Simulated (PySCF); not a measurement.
Species: propylenediamine, C3H10N2.
SMILES: `C[C@@H](N)CN`

Torsions of this conformer, `[CH3:1][C@@H:2]([NH2:3])[CH2:4][NH2:5]`: C1–C2–C4–N5 179°, H–N3–C2–C1 59°, H–N3–C2–C1 -60°, H–N5–C4–C2 54°, H–N5–C4–C2 -62°.

The closed-shell ground state was solved at several levels (PySCF, density fitting, gas phase, non-relativistic). One conformer (not necessarily the lowest) at the GFN2-xTB geometry, without solvent, vibrations or thermal averaging.

```json
{"level": "wB97X-D/def2-SVPD", "basis functions": "180", "HOMO (eV)": "-8.56", "LUMO (eV)": "2.29", "gap (eV)": "10.85", "dipole (D)": "2.35"}
{"level": "PBE0/pcSseg-1", "basis functions": "135", "HOMO (eV)": "-6.48", "LUMO (eV)": "1.29", "gap (eV)": "7.77", "dipole (D)": "2.31"}
```

(1) What might PBE0/def2-SVPD (180 basis functions) give for the same quantities?

(2) Over all these levels, which gives the widest orbital gap and which the narrowest?

(3) How far do the dipole and the HOMO energy spread over the levels?

Results:

(1) HOMO -6.63 eV, LUMO 0.62 eV, gap 7.25 eV, dipole 2.27 D.

(2) wB97X-D/def2-SVPD (range-separated hybrid) has the widest, 10.85 eV, and PBE0/def2-SVPD (global hybrid, 25 % exact exchange) the narrowest, 7.25 eV. The two share the basis. From the narrowest to the widest the HOMO moves by -1.93 eV and the LUMO by +1.67 eV.

(3) The dipole runs from 2.27 to 2.35 D (mean 2.31 D) and the HOMO from -8.56 to -6.48 eV.
